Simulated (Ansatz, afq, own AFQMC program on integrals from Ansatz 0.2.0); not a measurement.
# B, doublet: AFQMC among the cluster methods

A free B atom.

Basis cc-pVDZ. Noble-gas cores (and the filled d shells of Ga–Kr and In–Xe) are frozen. Integrals, coupled cluster, full CI and functionals: Ansatz 0.2.0; the random walks run on the same integrals in our own AFQMC program. ph-AFQMC/CISD is guided by a CISD state made of CCSD amplitudes; releasing the constraint for a short imaginary time cuts its bias at the price of noise, slowly where states lie close. Free projection: walkers drawn from exp(T), propagated without any constraint. Its projection time is finite, and what remains of the start isn't in its error. Uncertainties: one standard error, sampling alone.

Determinant: UHF, the one that the program's search chose, which needn't be the lowest solution.

Full CI is exact in this basis; its frozen core comes from its own orbitals, which moves totals by up to a few meV.

Cautions: full CI with its own frozen core.

* T1 diagnostic: 0.0110
* weight of the determinant in the CISD state: 0.934
* ⟨S²⟩ of the determinant: 0.757
* size of the correlated space: 3 electrons in 13 orbitals

| level | correlation energy (eV) |
| --- | --- |
| MP2 | -0.9935 |
| CCSD | -1.5957 |
| CCSD(T) | -1.6176 |

Q: Estimate where free-projection AFQMC lies against CCSD(T) on the same integrals.

A: 10.7 ± 1.1 meV below CCSD(T).

Reference: full CI, correlation energy -1.627 eV. The released energy is read at 1.50 1/Eh (meV from the phaseless value at times in 1/Eh: 0.3 ± 0.8 at 0.24, 0.1 ± 0.9 at 0.50, -1.7 ± 0.8 at 1.00, -3.8 ± 0.9 at 1.50).

| level | E − E(reference) (meV) | share of correlation (%) |
| --- | --- | --- |
| CCSD(T) | 9.5 | 99.41 |
| ph-AFQMC/HF | 133.4 ± 16.7 | 91.80 |
| ph-AFQMC/CISD | 2.7 ± 0.7 | 99.83 |
| released AFQMC | -1.0 ± 0.9 | 100.06 |
| free AFQMC | -1.2 ± 1.1 | 100.07 |

Free projections are given only where their last times agree within the noise and don't stop above the reference; a slow remainder of the start can still hide under it. A walk keeps the symmetry of its determinant, which the program's search chose and which needn't be the lowest solution, so a lower state of the same spin and another symmetry isn't excluded. Released energies are given only where the last usable release times agree within the noise; a slower fall can still hide under it.
